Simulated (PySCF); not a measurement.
Reading a saddle point

A first-order saddle point of CH7NSi, closed shell, PBE0-D4/def2-TZVP, with one imaginary mode of 918i cm⁻¹:

| atom | x (Å) | y (Å) | z (Å) |
| --- | --- | --- | --- |
| Si1 | -0.1818 | -1.0624 | -0.2042 |
| H2 | -0.2557 | 0.1891 | -1.2392 |
| H3 | 1.2975 | -1.1692 | -0.4501 |
| H4 | -0.4853 | -2.5447 | -0.3131 |
| H5 | -1.5934 | -0.6350 | 0.1268 |
| N6 | 0.2029 | 0.3706 | 1.0945 |
| C7 | 0.4278 | 1.1395 | 0.0351 |
| H8 | -0.6639 | 0.6252 | 1.5584 |
| H9 | 1.3874 | 1.0335 | -0.4632 |
| H10 | -0.1356 | 2.0534 | -0.1452 |

PySCF 2.14 with density fitting (its default auxiliary sets; JK sets also for MP2 and CCSD(T)); basis: def2-TZVPP and def2-QZVPP; cores frozen in the correlated methods. Extrapolation: Hartree–Fock as exp(−7.88 √X), correlation as X^−2.97.

(1) Which contacts change along the imaginary mode, and what lies on either side? (A judgement: the text doesn't fix the answer.)

(2) Which side is lower, and how far does the saddle lie above each? (Judge from chemistry; the value comes from the calculation.)

No T1 diagnostic of these runs exceeds 0.020.

Answers

(1) The calculation gives: The step is CH₃N ([CH2][NH]) + SiH₄ → CH₇NSi ([CH3][NH][SiH3]), with the molecules in contact on both sides. Shortening one way: Si1–N6, H2–C7; lengthening the same way: Si1–H2.
| pair | one side (Å) | saddle (Å) | other side (Å) |
| --- | --- | --- | --- |
| Si1–N6 | 3.02 | 1.97 | 1.72 |
| H2–C7 | 3.10 | 1.73 | 1.09 |
| Si1–H2 | 1.49 | 1.63 | 2.88 |

(2) By the calculation: The side with Si1–N6, H2–C7 short is lower by 37.32 kcal/mol; the saddle lies 84.76 kcal/mol above it and 47.43 kcal/mol above the other (CCSD(T) at an estimated basis limit (MP2 extrapolated from triple and quadruple zeta, plus CCSD(T) − MP2 in triple zeta); electronic energies).

Labels in which every atom is bracketed show which atoms are joined, not bond orders.

For scale, one of the runs: CCSD(T)/def2-TZVPP, 202 basis functions, launched by `OMP_NUM_THREADS=4 python run.py`. Hardware: 4 CPU threads of an Arm Neoverse V2, shared host. Wall time 5.1 min; peak host memory 2.3 GiB.
